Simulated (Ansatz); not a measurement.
The input, for Ansatz 0.2.0:

```yaml
crystal:
  periodic: [false, false, false]
  atoms:
    - {symbol: F, position_ang: [0.000000, 0.000000, 0.000000]}
    - {symbol: S, position_ang: [0.000000, 0.000000, 1.504000]}
basis:
  gaussian: {orbitals: 6-31G}
total_charge: 1
magnetization: {spin_polarized: false}
correlation: {method: ccsdt_q, electrons: outside_noble_gas}
```

```sh
$ ansatz run in.yaml --threads 1 --pin off --events-out ev --progress --plain --max-ram 2393MiB
```

(1) Roughly how long does this take on 1 thread of Arm Neoverse V1, shared host, and how much host memory?

```
391 factors; integrals over basis functions are off by at most 4.1e-8 eV
mean field evaluation 1: about -13502.6750 eV, gradient 4.9e1 eV
mean field evaluation 2: about -13502.6861 eV, gradient 4.9e1 eV
mean field evaluation 4: about -13507.0410 eV, gradient 1.8e0 eV
mean field evaluation 8: about -13507.0603 eV, gradient 2.4e-3 eV
mean field evaluation 16: about -13507.0323 eV, gradient 1.8e0 eV
mean field evaluation 32: about -13507.0676 eV, gradient 6.1e-1 eV
mean field -13507.06029504 eV, -496.3753104283 hartree, gradient 1.7e-6 eV, S^2 0.000000; 2 other end points of the search recorded, 0 dependent functions left out; unrestricted orbitals would lower it
mean field evaluation 64: about -13508.4801 eV, gradient 3.6e-3 eV
unrestricted determinant -13508.48010613 eV, -496.4274875236 hartree, S^2 1.0017
6 core orbitals not correlated: weight in the atoms' cores, before any rotation towards them, 1.000 or more for the frozen orbitals, at most 0.000 for the correlated occupied ones
reference -13507.06029504 eV, -496.3753104283 hartree; 6, 6 occupied and 10, 10 virtual orbitals, 391 factors
second order -4.86852863 eV of doubles, -0.00000000 eV of singles
cycle   1  -4.63272434 eV  change    2.4e-1 eV  update   1.2e-1
cycle   2  -4.95901718 eV  change   -3.3e-1 eV  update   7.7e-2
cycle   3  -5.17326600 eV  change   -2.1e-1 eV  update   3.4e-2
cycle   4  -5.17757887 eV  change   -4.3e-3 eV  update   1.8e-2
cycle   5  -5.17354305 eV  change    4.0e-3 eV  update   1.4e-2
cycle   6  -5.17903069 eV  change   -5.5e-3 eV  update   1.3e-2
cycle   7  -5.20089254 eV  change   -2.2e-2 eV  update   1.3e-2
cycle   8  -5.26366267 eV  change   -6.3e-2 eV  update   1.3e-2
cycle   9  -5.40670977 eV  change   -1.4e-1 eV  update   9.5e-3
cycle  10  -5.36513255 eV  change    4.2e-2 eV  update   3.8e-3
cycle  11  -5.38797178 eV  change   -2.3e-2 eV  update   2.2e-3
cycle  12  -5.38366100 eV  change    4.3e-3 eV  update   4.9e-4
cycle  13  -5.38572243 eV  change   -2.1e-3 eV  update   3.4e-4
cycle  14  -5.38607305 eV  change   -3.5e-4 eV  update   1.3e-4
cycle  15  -5.38592655 eV  change    1.5e-4 eV  update   7.2e-5
cycle  16  -5.38619762 eV  change   -2.7e-4 eV  update   5.1e-5
cycle  17  -5.38626747 eV  change   -7.0e-5 eV  update   2.7e-5
cycle  18  -5.38637158 eV  change   -1.0e-4 eV  update   1.3e-5
cycle  19  -5.38637602 eV  change   -4.4e-6 eV  update   3.5e-6
cycle  20  -5.38637657 eV  change   -5.5e-7 eV  update   1.8e-6
cycle  21  -5.38637547 eV  change    1.1e-6 eV  update   8.3e-7
perturbative correction -0.07294254 eV, -0.0026805888 hartree
WARN: these amplitudes may be one of several solutions (largest doubles amplitude 0.86, level shift 0.00 eV)
Total energy: -13512.51961305 eV, -496.5759366647 hartree
```

The T1 diagnostic is 0.026.

For the same geometry and basis full CI lies 15.5 meV higher. By full CI's occupations no single determinant describes the state well. The program flagged this run's energy as in doubt. The determinant fills πx and πy unequally, so it is a mixture of Σ and Δ. The determinant has the irrep A1, whose lowest full-CI state lies within 3 meV of the A2 state that serves as the reference.

## Answers

(1) 1.2 s wall and 0.09 GiB.
